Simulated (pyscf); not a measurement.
H₃C–CH₂–Be–NH₂ + H₃C–CH₃ -> H₃C–CH₂–Be–CH₂–CH₃ + NH₃ (four-centre exchange; singlet surface; Be–N, C–H broken, Be–C, H–N formed). Single points on ωB97X-D3(BJ)/def2-SVP structures (PySCF, gas phase). Energies in kcal/mol from the separated reactants.

```
level                      barrier  reaction energy
----------------------  ----------  ---------------
ωB97X-D3(BJ)/def2-TZVP        36.6            +27.2
r²SCAN/def2-TZVP        (withheld)            +28.5
B3LYP-D3(BJ)/def2-TZVP        37.4            +28.6
PBE0-D3(BJ)/def2-TZVP         32.8            +27.0
M06-2X/def2-TZVP              37.1            +29.0
HF/def2-TZVP            (withheld)       (withheld)
```

### Question
What belongs in the gaps?

### Answer

- r²SCAN/def2-TZVP, barrier: 34.3
- HF/def2-TZVP, barrier: 57.6
- HF/def2-TZVP, reaction energy: +29.6

The functionals in the table span 4.6 kcal/mol in this barrier, from PBE0-D3(BJ) to B3LYP-D3(BJ). On the product side the descent ends in an adduct with a Be–N contact (not fully relaxed), 21.5 kcal/mol under the separated species and 30.9 kcal/mol under the saddle at ωB97X-D3(BJ)/def2-TZVP. What is counted as broken (Be–N) persists as a longer contact in the product adduct; parting that adduct is a step of its own. At the saddle there is also a short Be–H contact that neither side keeps. This is the saddle that the search found; another between the same sides may lie lower.
